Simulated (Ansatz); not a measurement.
# AlBH2: the cost of one run

The runs use Ansatz 0.2.0, Gaussian basis; def2-QZVPP, all electrons in the functionals.

To be run: PBE, BLYP, r2SCAN, B97M-V, PBE0, B3LYP, at charge 0, triplet; charge 0, singlet; charge 0, quintet; charge 1, doublet; charge 1, quartet.

2 further runs of the same task are left out: 2 set aside as unsound or not needed.

### 1 The geometry

The geometry is a PBE0/def2-TZVP stationary point (not a proven minimum).

4 atoms, charge 0, spin multiplicity 3.

Atoms are counted from 1 here; the program's logs count them from 0.

Bond lengths: B1–Al2 2.079 Å, Al2–H3 1.585 Å, Al2–H4 1.585 Å. Angles: B1–Al2–H3 117.0°, B1–Al2–H4 117.0°, H3–Al2–H4 125.9°.

No dispersion term is added; B97M-V holds VV10 nonlocal correlation. B3LYP takes the VWN-RPA correlation.

The geometry shown and the zero of energy belong to the point charge 0, triplet. The yardstick, UCCSD(T), and other wave-function levels (R restricted, U unrestricted, valence and pair active spaces) come from earlier runs.

### 2 PBE, charge 0, triplet

Contents of in.yaml:

```yaml
crystal:
  periodic: [false, false, false]
  atoms:
    - {symbol: B, position_ang: [0.000000, 0.000000, 1.551119]}
    - {symbol: Al, position_ang: [0.000000, 0.000000, -0.528209]}
    - {symbol: H, position_ang: [0.000000, -1.411327, -1.248716]}
    - {symbol: H, position_ang: [0.000000, 1.411327, -1.248716]}
basis:
  gaussian: {orbitals: "def2-QZVPP.json"}
magnetization: {spin_polarized: true, initial_magnetization: 2}
hamiltonian: {xc: {name: PBE}}
output: {orbitals: {seedname: orbitals}}
```

Started as:

```bash
> ansatz run in.yaml --threads 1 --pin off --events-out ev --progress --plain --max-ram 2393MiB
```

What time and memory should one allow on 1 thread of Arm Neoverse V2, shared host?

About 8.5 s, with a peak of 0.3 GiB.
